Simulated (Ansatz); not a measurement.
C2H2OS, relaxed with RKS PBE-D4/def2-SVP in Ansatz 0.2.0 from a rough embedded geometry. The force threshold is 0.03 eV/Å; the program also tests the step.

The species carries charge 0 and has multiplicity 1. The bonds changed during the relaxation, so this is another structure than the one it started from.

Start:

```xyz
6

S     1.237   -1.156    0.362
C     0.142   -0.125   -0.114
C    -0.503    0.402   -1.096
O    -0.772    0.727    0.456
H     1.203   -0.978    1.695
H    -1.306    1.130   -1.303
```

| step | energy (eV) | largest force (eV/Å) | largest move (Å) |
| --- | --- | --- | --- |
| 1 | -14967.6112 | 3.913 | 0.000 |
| 2 | -14968.3004 | 2.348 | 0.118 |
| 3 | -14968.8500 | 0.599 | 0.194 |
| 4 | -14968.9335 | 0.237 | 0.118 |
| 5 | -14968.9386 | 0.110 | 0.024 |
| 6 | -14968.9400 | 0.098 | 0.013 |
| 7 | -14968.9439 | 0.137 | 0.023 |
| 8 | -14968.9615 | 0.269 | 0.054 |
| 9 | -14969.0474 | 0.814 | 0.139 |
| 10 | -14969.0932 | 2.067 | 0.195 |
| 11 (rejected) | -14969.0692 | 2.587 | 0.200 |
| 12 | -14969.2347 | 0.312 | 0.099 |
| 13 | -14969.2435 | 0.555 | 0.090 |
| 14 | -14969.2576 | 0.198 | 0.053 |
| 15 | -14969.2601 | 0.103 | 0.035 |
| 16 | -14969.2608 | 0.035 | 0.019 |
| 17 | -14969.2609 | 0.006 | 0.003 |

End:

```xyz
6

S     1.227   -1.171    0.245
C     0.049    0.088   -0.028
C    -0.370    0.898   -1.075
O    -0.675    0.703    0.819
H     1.090   -1.115    1.602
H    -1.321    0.596   -1.564
```

Run time 13 s (2 threads of an Arm Neoverse V2 on a shared host); peak host memory 0.14 GiB.
